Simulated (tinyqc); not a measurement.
Inside a calculation. Method: MP2 on RHF in the sto-3g basis, for OH-, spin multiplicity 1. The basis has no diffuse functions, so it cannot describe the extra electron: this is an exercise in the method, not the real anion. Computed by tinyqc, a small Python program that keeps every step (integrals from PySCF). Settings: charge = -1, multiplicity = 1, basis = sto-3g, method = RHF, energy threshold = 1e-10, iteration cap = 77, orthogonalisation = symmetric, start = Wolfsberg-Helmholz matrix, DIIS depth = 6. Command: `OMP_NUM_THREADS=1 python tinyqc.py 30738 30739 out.jsonl` (the two numbers bound the seeds that draw the settings). One thread of a shared host (Intel(R) Xeon(R) Processor @ 2.60GHz), about 0.1 s of CPU time with the checks. The early iterations of the SCF are left out here.

## One-electron integrals

Geometry (angstrom):
```
atom       x       y       z
O     0.0000  0.0000  0.0000
H     0.0000  0.0000  1.2880
```

Basis sto-3g: exponents (1/bohr^2) and contraction coefficients of normalised primitives:
```
element  l (shell)  exponent  coefficient
O            s (1)  130.7093       0.1543
O            s (1)   23.8089       0.5353
O            s (1)    6.4436       0.4446
O            s (2)    5.0332      -0.1000
O            s (2)    1.1696       0.3995
O            s (2)    0.3804       0.7001
O            p (3)    5.0332       0.1559
O            p (3)    1.1696       0.6077
O            p (3)    0.3804       0.3920
H            s (1)    3.4253       0.1543
H            s (1)    0.6239       0.5353
H            s (1)    0.1689       0.4446
```

Overlap, kinetic and nuclear-attraction integrals over the contracted functions; the nuclear repulsion is the sum of Za Zb / Rab.

nuclear repulsion = 3.286815 hartree

overlap S:
```
         1O 1s   1O 2s  1O 2px  1O 2py  1O 2pz   2H 1s
1O 1s   1.0000  0.2367  0.0000  0.0000  0.0000  0.0247
1O 2s   0.2367  1.0000  0.0000  0.0000  0.0000  0.2867
1O 2px  0.0000  0.0000  1.0000  0.0000  0.0000  0.0000
1O 2py  0.0000  0.0000  0.0000  1.0000  0.0000  0.0000
1O 2pz  0.0000  0.0000  0.0000  0.0000  1.0000  0.2693
2H 1s   0.0247  0.2867  0.0000  0.0000  0.2693  1.0000
```

kinetic energy T (hartree):
```
          1O 1s    1O 2s  1O 2px  1O 2py  1O 2pz    2H 1s
1O 1s   29.0032  -0.1680  0.0000  0.0000  0.0000  -0.0079
1O 2s   -0.1680   0.8081  0.0000  0.0000  0.0000   0.0215
1O 2px   0.0000   0.0000  2.5287  0.0000  0.0000   0.0000
1O 2py   0.0000   0.0000  0.0000  2.5287  0.0000   0.0000
1O 2pz   0.0000   0.0000  0.0000  0.0000  2.5287   0.0958
2H 1s   -0.0079   0.0215  0.0000  0.0000  0.0958   0.7600
```

nuclear attraction V (hartree):
```
           1O 1s    1O 2s   1O 2px   1O 2py   1O 2pz    2H 1s
1O 1s   -61.0293  -7.2803   0.0000   0.0000  -0.0086  -0.7773
1O 2s    -7.2803  -9.4622   0.0000   0.0000  -0.1071  -1.9706
1O 2px    0.0000   0.0000  -9.3697   0.0000   0.0000   0.0000
1O 2py    0.0000   0.0000   0.0000  -9.3697   0.0000   0.0000
1O 2pz   -0.0086  -0.1071   0.0000   0.0000  -9.4292  -1.6232
2H 1s    -0.7773  -1.9706   0.0000   0.0000  -1.6232  -4.4812
```

core Hamiltonian H = T + V (hartree):
```
           1O 1s    1O 2s   1O 2px   1O 2py   1O 2pz    2H 1s
1O 1s   -32.0261  -7.4483   0.0000   0.0000  -0.0086  -0.7852
1O 2s    -7.4483  -8.6541   0.0000   0.0000  -0.1071  -1.9490
1O 2px    0.0000   0.0000  -6.8410   0.0000   0.0000   0.0000
1O 2py    0.0000   0.0000   0.0000  -6.8410   0.0000   0.0000
1O 2pz   -0.0086  -0.1071   0.0000   0.0000  -6.9005  -1.5274
2H 1s    -0.7852  -1.9490   0.0000   0.0000  -1.5274  -3.7212
```

## Two-electron integrals

Functions are numbered as in S; the eight-fold symmetry (ij|kl) = (ji|kl) = (kl|ij) leaves the list below.

Two-electron integrals (ij|kl) in chemists' order, unique and non-zero (hartree):
```
(11|11) 4.7851   (21|11) 0.7414   (21|21) 0.1369   (22|11) 1.1189
(22|21) 0.2566   (22|22) 0.8172   (31|31) 0.0245   (32|31) 0.0378
(32|32) 0.1805   (33|11) 1.1158   (33|21) 0.2567   (33|22) 0.8170
(33|33) 0.8802   (41|41) 0.0245   (42|41) 0.0378   (42|42) 0.1805
(43|43) 0.0474   (44|11) 1.1158   (44|21) 0.2567   (44|22) 0.8170
(44|33) 0.7853   (44|44) 0.8802   (51|51) 0.0245   (52|51) 0.0378
(52|52) 0.1805   (53|53) 0.0474   (54|54) 0.0474   (55|11) 1.1158
(55|21) 0.2567   (55|22) 0.8170   (55|33) 0.7853   (55|44) 0.7853
(55|55) 0.8802   (61|11) 0.0782   (61|21) 0.0143   (61|22) 0.0268
(61|33) 0.0267   (61|44) 0.0267   (61|51) 0.0006   (61|52) 0.0012
(61|55) 0.0269   (61|61) 0.0015   (62|11) 0.2206   (62|21) 0.0514
(62|22) 0.1850   (62|33) 0.1817   (62|44) 0.1817   (62|51) 0.0038
(62|52) 0.0312   (62|55) 0.1914   (62|61) 0.0055   (62|62) 0.0552
(63|31) 0.0050   (63|32) 0.0304   (63|53) 0.0062   (63|63) 0.0073
(64|41) 0.0050   (64|42) 0.0304   (64|54) 0.0062   (64|64) 0.0073
(65|11) 0.1721   (65|21) 0.0405   (65|22) 0.1560   (65|33) 0.1492
(65|44) 0.1492   (65|51) 0.0076   (65|52) 0.0548   (65|55) 0.1693
(65|61) 0.0045   (65|62) 0.0567   (65|65) 0.0649   (66|11) 0.4067
(66|21) 0.0962   (66|22) 0.3994   (66|33) 0.3851   (66|44) 0.3851
(66|51) 0.0080   (66|52) 0.0928   (66|55) 0.4275   (66|61) 0.0103
(66|62) 0.1612   (66|65) 0.1894   (66|66) 0.7746
```

## Orthogonalisation

S = U s U^T; symmetric (Loewdin) form X = U s^(-1/2) U^T, so that X^T S X = 1.

eigenvalues of S: 0.5745  0.8432  1.0000  1.0000  1.1368  1.4454

X:
```
          1O 1s    1O 2s  1O 2px  1O 2py   1O 2pz    2H 1s
1O 1s    1.0225  -0.1269  0.0000  0.0000  -0.0039   0.0158
1O 2s   -0.1269   1.0586  0.0000  0.0000   0.0336  -0.1627
1O 2px   0.0000   0.0000  1.0000  0.0000   0.0000   0.0000
1O 2py   0.0000   0.0000  0.0000  1.0000   0.0000   0.0000
1O 2pz  -0.0039   0.0336  0.0000  0.0000   1.0308  -0.1497
2H 1s    0.0158  -0.1627  0.0000  0.0000  -0.1497   1.0661
```

## Iteration 6 (converged): orbitals

converged F (hartree):
```
           1O 1s    1O 2s  1O 2px  1O 2py   1O 2pz    2H 1s
1O 1s   -19.4984  -4.9938  0.0000  0.0000  -0.0149  -0.5333
1O 2s    -4.9938  -1.8125  0.0000  0.0000   0.0167  -0.4194
1O 2px    0.0000   0.0000  0.1828  0.0000   0.0000   0.0000
1O 2py    0.0000   0.0000  0.0000  0.1828   0.0000   0.0000
1O 2pz   -0.0149   0.0167  0.0000  0.0000   0.5476  -0.2502
2H 1s    -0.5333  -0.4194  0.0000  0.0000  -0.2502   0.0918
```

Diagonalise F' = X^T F X, C = X C', fill 5 alpha and 5 beta electrons from the bottom; D = 2 C_occ C_occ^T. Each column has its largest component positive (the first on a tie).

F' = X^T F X (hartree):
```
          1        2       3       4        5        6
1  -19.1328  -2.6383  0.0000  0.0000  -0.0398  -0.0286
2   -2.6383  -0.8736  0.0000  0.0000   0.1106  -0.2830
3    0.0000   0.0000  0.1828  0.0000   0.0000   0.0000
4    0.0000   0.0000  0.0000  0.1828   0.0000   0.0000
5   -0.0398   0.1106  0.0000  0.0000   0.6649  -0.3993
6   -0.0286  -0.2830  0.0000  0.0000  -0.3993   0.2978
```

orbital energies (hartree): MO1 -19.5066, MO2 -0.5864, MO3 0.0862, MO4 0.1828, MO5 0.1828, MO6 0.9630

coefficients C:
```
            MO1      MO2      MO3      MO4     MO5      MO6
1O 1s    0.9946  -0.2529   0.0737   0.0000  0.0000  -0.0566
1O 2s    0.0222   0.9674  -0.3725   0.0000  0.0000   0.2985
1O 2px   0.0000   0.0000   0.0000  -0.5141  0.8577   0.0000
1O 2py   0.0000   0.0000   0.0000   0.8577  0.5141   0.0000
1O 2pz   0.0016  -0.0042   0.4767   0.0000  0.0000   0.9267
2H 1s   -0.0037   0.1645   0.7779   0.0000  0.0000  -0.7441
```

D after iteration 6:
```
          1O 1s    1O 2s  1O 2px  1O 2py   1O 2pz    2H 1s
1O 1s    2.1173  -0.5000  0.0000  0.0000   0.0757   0.0242
1O 2s   -0.5000   2.1504  0.0000  0.0000  -0.3631  -0.2613
1O 2px   0.0000   0.0000  2.0000  0.0000   0.0000   0.0000
1O 2py   0.0000   0.0000  0.0000  2.0000   0.0000   0.0000
1O 2pz   0.0757  -0.3631  0.0000  0.0000   0.4546   0.7403
2H 1s    0.0242  -0.2613  0.0000  0.0000   0.7403   1.2643
```

Within a degenerate level the vectors are fixed only up to a rotation; this is one choice.

## Convergence

Stop when the energy changes by less than 1e-10 hartree and every element of the error matrix X^T (F D S - S D F) X is below 3e-06.

Course of the cycle:
```
iteration  E (hartree)     change  largest element of the error matrix
1           -73.411776          -                             6.40e-01
2           -74.042366  -6.31e-01                             3.84e-02
3           -74.043804  -1.44e-03                             9.80e-03
4           -74.043877  -7.26e-05                             3.61e-04
5           -74.043877  -1.12e-07                             5.76e-06
6           -74.043877  -1.98e-11                             1.18e-08
```

PySCF RHF in the same basis = -74.043877 hartree

Converged in 6 iterations.

## Integrals over molecular orbitals

(pq|rs) = sum C_ip C_jq C_kr C_ls (ij|kl), one index at a time.

one-electron integrals over orbitals h = C^T H C (hartree):
```
          1        2        3        4        5        6
1  -32.0096   0.6158  -0.1727   0.0000   0.0000   0.1347
2    0.6158  -7.1565   0.6546   0.0000   0.0000  -0.6696
3   -0.1727   0.6546  -4.8415   0.0000   0.0000  -1.5727
4    0.0000   0.0000   0.0000  -6.8410   0.0000   0.0000
5    0.0000   0.0000   0.0000   0.0000  -6.8410   0.0000
6    0.1347  -0.6696  -1.5727   0.0000   0.0000  -5.7602
```

Two-electron integrals over orbitals (pq|rs), unique and non-zero (hartree):
```
(11|11) 4.7478      (21|11) -0.4547     (21|21) 0.0683      (22|11) 1.0643
(22|21) -0.0192     (22|22) 0.7472      (31|11) 0.1317      (31|21) -0.0198
(31|22) 0.0064      (31|31) 0.0122      (32|11) -0.1687     (32|21) 0.0057
(32|22) -0.0692     (32|31) 0.0090      (32|32) 0.1101      (33|11) 0.6488
(33|21) -0.0052     (33|22) 0.5452      (33|31) -1.50e-04   (33|32) 0.0291
(33|33) 0.6127      (41|41) 0.0259      (42|41) 0.0347      (42|42) 0.1615
(43|41) -0.0092     (43|42) -0.0378     (43|43) 0.0258      (44|11) 1.1154
(44|21) -0.0133     (44|22) 0.7763      (44|31) 0.0039      (44|32) -0.0932
(44|33) 0.5253      (44|44) 0.8802      (51|51) 0.0259      (52|51) 0.0347
(52|52) 0.1615      (53|51) -0.0092     (53|52) -0.0378     (53|53) 0.0258
(54|54) 0.0474      (55|11) 1.1154      (55|21) -0.0133     (55|22) 0.7763
(55|31) 0.0039      (55|32) -0.0932     (55|33) 0.5253      (55|44) 0.7853
(55|55) 0.8802      (61|11) -0.1018     (61|21) 0.0154      (61|22) -0.0031
(61|31) 0.0072      (61|32) 0.0201      (61|33) -0.0038     (61|44) -0.0029
(61|55) -0.0029     (61|61) 0.0247      (62|11) 0.1337      (62|21) -0.0041
(62|22) 0.0699      (62|31) 0.0157      (62|32) 0.0575      (62|33) 0.0020
(62|44) 0.0744      (62|55) 0.0744      (62|61) 0.0246      (62|62) 0.1132
(63|11) 0.3125      (63|21) -0.0047     (63|22) 0.1663      (63|31) -0.0022
(63|32) -0.1020     (63|33) -0.0255     (63|44) 0.1841      (63|55) 0.1841
(63|61) -0.0081     (63|62) 0.0155      (63|63) 0.1862      (64|41) 0.0068
(64|42) 0.0279      (64|43) 0.0155      (64|64) 0.0380      (65|51) 0.0068
(65|52) 0.0279      (65|53) 0.0155      (65|65) 0.0380      (66|11) 0.9443
(66|21) -0.0117     (66|22) 0.6760      (66|31) 0.0094      (66|32) -0.0020
(66|33) 0.5993      (66|44) 0.6711      (66|55) 0.6711      (66|61) 0.0081
(66|62) 0.0742      (66|63) 0.0847      (66|66) 0.7051
```

## Second-order Moller-Plesset energy

Hartree-Fock energy = -74.043877 hartree

E2 = sum_ijab (ia|jb) [2 (ia|jb) - (ib|ja)] / (e_i + e_j - e_a - e_b) over occupied i, j and virtual a, b; the opposite-spin part is (ia|jb)^2 / denominator, the rest is same-spin, and SCS-MP2 scales them by 6/5 and 1/3.

Terms:
```
i  j  a  b  (ia|jb)  (ib|ja)  denominator       term
3  3  6  6   0.1862   0.1862      -1.7537    -0.0198
2  2  6  6   0.1132   0.1132      -3.0988    -0.0041
4  4  6  6   0.0380   0.0380      -1.5604    -0.0009
5  5  6  6   0.0380   0.0380      -1.5604    -0.0009
3  2  6  6   0.0155   0.0155      -2.4262  -9.93e-05
2  3  6  6   0.0155   0.0155      -2.4262  -9.93e-05
1  2  6  6   0.0246   0.0246     -22.0191  -2.74e-05
2  1  6  6   0.0246   0.0246     -22.0191  -2.74e-05
1  1  6  6   0.0247   0.0247     -40.9394  -1.50e-05
3  1  6  6  -0.0081  -0.0081     -21.3465  -3.08e-06
1  3  6  6  -0.0081  -0.0081     -21.3465  -3.08e-06
```

Pair energies (hartree; pair i-j sums ij and ji):
```
pair  opposite spin  same spin
1-1       -1.50e-05     0.0000
2-1       -5.49e-05     0.0000
2-2         -0.0041     0.0000
3-1       -6.16e-06     0.0000
3-2       -1.99e-04     0.0000
3-3         -0.0198     0.0000
4-4         -0.0009     0.0000
5-5         -0.0009     0.0000
```

MP2 correlation energy = -0.026026 hartree

SCS-MP2 correlation energy = -0.031231 hartree

MP2 total energy = -74.069903 hartree
